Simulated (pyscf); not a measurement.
H₃C–SiH(CH₃)–CH₃ (SMILES C[SiH](C)C) -> H₃C–CH₂–SiH₂–CH₃ (SMILES CC[SiH2]C), a concerted two-bond exchange (singlet surface; C–Si, C–H broken, C–C, H–Si formed). Structures and frequencies: ωB97X-D3(BJ)/def2-SVP in PySCF. Energies in kcal/mol from the reactant's lowest minimum found.

Small-basis levels: PySCF, no dispersion term, spherical d functions. 

Question: In single points BP86/6-31G* puts the saddle at 119.5 kcal/mol and the reaction energy at +10.7 kcal/mol. Should these be trusted to within a few kcal/mol? Compare with ωB97M-D3(BJ)/def2-TZVP.

Answer: ωB97M-D3(BJ)/def2-TZVP gives ΔE‡ = 127.3 kcal/mol and ΔE = +13.2 kcal/mol. BP86/6-31G* lies 7.8 kcal/mol under it in the barrier and 2.5 kcal/mol under it in the reaction energy, so on this step it does not hold to within 3.0 kcal/mol. ωB97M-D3(BJ)/def2-TZVP has limits of its own. From the product side, •H₂C–CH₃ + H₃C–SiH₂• lies, by one bond made or cut, 23.5 kcal/mol under this saddle at ωB97M-D3(BJ)/def2-TZVP. The same reactants have a lower exit, to CH₃• + H₃C–SiH•–CH₃ (no saddle counted: cutting one bond costs +96.8 kcal/mol at ωB97M-D3(BJ)/def2-TZVP, against +127.3 kcal/mol here). One saddle was located; it need not be the lowest between these sides. A restricted solution here is unstable towards spin polarisation, so biradical character is likely and single-reference numbers are less safe.
